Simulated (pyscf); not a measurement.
This saddle point was located with ωB97X-D3(BJ)/def2-SVP in PySCF.

```
Si
H 1 1.4826
H 1 1.4830 2 103.36
Cl 1 2.0423 2 110.96 3 117.40
Cl 1 2.4200 2 83.34 3 -146.48
H 5 1.5462 1 72.34 2 154.89
Cl 6 1.5301 5 141.35 1 -6.94
```

Surface: singlet, charge 0. Lowest wavenumbers (cm⁻¹): 746i, 14, 160, 333, 374.

### Question
Name the species on either side of this saddle.

### Answer
`[Cl][SiH2][Cl]` + `[ClH]` ⇌ `[ClH]` + `[Cl][SiH2][Cl]`, a four-centre exchange read from left to right: Cl–Si, Cl–H broken and Cl–H, Cl–Si formed. At ωB97M-D3(BJ)/def2-TZVP it lies +1.64 eV from the left side and +1.64 eV from the right (each side as separated species at their lowest minima found). One saddle was located; it need not be the lowest between these sides.
